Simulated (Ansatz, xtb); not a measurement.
# Two structures of CH3MgNa

Structure a is a singlet given by its coordinates and structure b is `[CH3][Mg][Na]`, a singlet. Both are isolated molecules in the gas phase, relaxed with PBE0-D4/def2-TZVP.

a (Å):

```xyz
6

C     0.1843   -0.7841    0.2356
Mg    0.2112    0.8043   -1.4553
Na    2.3148    0.3150    0.4642
H    -0.7755   -0.3051    0.5057
H     0.4020   -1.4463    1.0924
H    -0.0504   -1.4830   -0.5890
```

Close contacts (Å): C1–Mg2 2.32, C1–Na3 2.41, Mg2–Na3 2.89, C1–H4 1.11, C1–H5 1.10, C1–H6 1.11, Mg2–H4 2.46, Mg2–H6 2.46.

b (Å):

```yaml
atoms:
  - { symbol: C, position_ang: [-0.8753, 2.4449, -0.3723] }
  - { symbol: Mg, position_ang: [0.7900, 3.1215, -1.4818] }
  - { symbol: Na, position_ang: [3.1748, 4.0879, -3.0676] }
  - { symbol: H, position_ang: [-1.2831, 3.2331, 0.2719] }
  - { symbol: H, position_ang: [-0.6155, 1.6008, 0.2779] }
  - { symbol: H, position_ang: [-1.6904, 2.1091, -1.0246] }
```

Energies in hartree; the thermal terms are from PBE0-D4/def2-TZVP harmonic frequencies (ideal gas, rigid rotor, one conformer each, 298.15 K, 1 atm) and include the zero-point energy:

```
                                a           b
E, CCSD(T)/def2-TZVPP  −401.655469  −401.678203
    zero-point energy     0.032629     0.034241
         H(298 K) − E     0.039570     0.040849
         G(298 K) − E     0.003601     0.006647
```

Problem. Work out ΔE, ΔE₀, ΔH and ΔG for a → b in kcal/mol (1 Eh = 627.51 kcal/mol) and the equilibrium ratio [b]/[a].

Solution. 1. ΔE = −401.678203 − (−401.655469) = −0.022734 Eh = −14.27 kcal/mol.
2. ΔE₀ = ΔE + ΔZPE = −0.022734 + (+0.001612) Eh = −13.25 kcal/mol.
3. ΔH = ΔE + (+0.001279) Eh = −13.46 kcal/mol.
4. ΔG = ΔE + (+0.003046) Eh = −12.35 kcal/mol, so ΔS = (ΔH − ΔG)/T = −15.6 J/(mol K).
5. kT = 0.9442 mEh, so K = [b]/[a] = exp(−ΔG/kT) = exp(+20.85) ≈ 1.1 × 10^9.

Structure b is favoured at this temperature. An error of 1 kcal/mol in ΔG would change K by a factor of 5.4. Mirror images and further conformers aren't counted.

Other levels gave ΔE = −13.3 (GFN2-xTB); −15.9 (HF/STO-3G, GFN2-xTB geometries); −18.1 (r2SCAN-D4/def2-SVP, GFN2-xTB geometries); −16.6 (PBE0-D4/def2-TZVP); −19.9 (HF/def2-TZVPP); −15.0 (MP2/def2-TZVPP) kcal/mol. The correlated steps freeze 3 core orbitals; the last core shell of Mg and Na is correlated, in a basis made for valence electrons. Programs: Ansatz 0.2.0, xtb 6.7.1.
